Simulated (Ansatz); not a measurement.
**BSiH2 (doublet): from Hartree-Fock to the top rungs, def2-QZVPP**

An exercise on one series of results from a longer session: the logs are not shown, and one member is left open.

Program: Ansatz 0.2.0, Gaussian basis. Level of theory: def2-QZVPP, core rule «outside noble gas», up to 6 orbitals frozen. These are calculated values, not measurements.

The runs, in order: UHF; ROHF; CCSD(T) on UHF.

## What is computed

The geometry is a PBE0/def2-TZVP stationary point (not a proven minimum) of the parent state, kept for this charge and spin.

4 atoms, charge 0, spin multiplicity 2.

Atoms are counted from 1 here; the program's logs count them from 0.

Bond lengths: Si1–B2 1.871 Å, Si1–H3 1.488 Å, Si1–H4 1.488 Å. Angles: B2–Si1–H3 125.4°, B2–Si1–H4 125.4°, H3–Si1–H4 109.2°.

Set-up of the first run:

Input file in.yaml:

```yaml
crystal:
  periodic: [false, false, false]
  atoms:
    - {symbol: Si, position_ang: [0.000000, 0.000000, 0.451790]}
    - {symbol: B, position_ang: [0.000000, 0.000000, -1.418773]}
    - {symbol: H, position_ang: [0.000000, 1.212692, 1.314369]}
    - {symbol: H, position_ang: [0.000000, -1.212692, 1.314369]}
basis:
  gaussian: {orbitals: "def2-QZVPP.json"}
magnetization: {spin_polarized: true, initial_magnetization: 1}
hamiltonian: {xc: hf}
output: {orbitals: {seedname: orbitals}}
```

On the command line:

```
$ ansatz run in.yaml --threads 1 --pin off --events-out ev --progress --plain --max-ram 2393MiB
```

Steps of the session up to this table: UHF; ROHF; CCSD(T) on UHF.

One of the session's tables, all rows but one given; the rest of the session is left out.

```
  method  from UCCSD(T) (kJ/mol)
    ROHF                  +627.2
     UHF                  +588.0
    UMP2                       ?
   UCCSD                   +29.8
UCCSD(T)                       0
```

Estimate the missing values for UMP2.

**Answer.** from UCCSD(T) (kJ/mol): +136.6. In the column «from UCCSD(T) (kJ/mol)» it lies between UCCSD (+29.8) and UHF (+588.0).

Limits of these values: The determinant of HF (⟨S²⟩ 1.52) is far from a pure spin state, so its energy mixes those of several spin states; that is harmless only where they are near-degenerate. Warnings: spin contamination; coupled cluster took another determinant than the lowest.
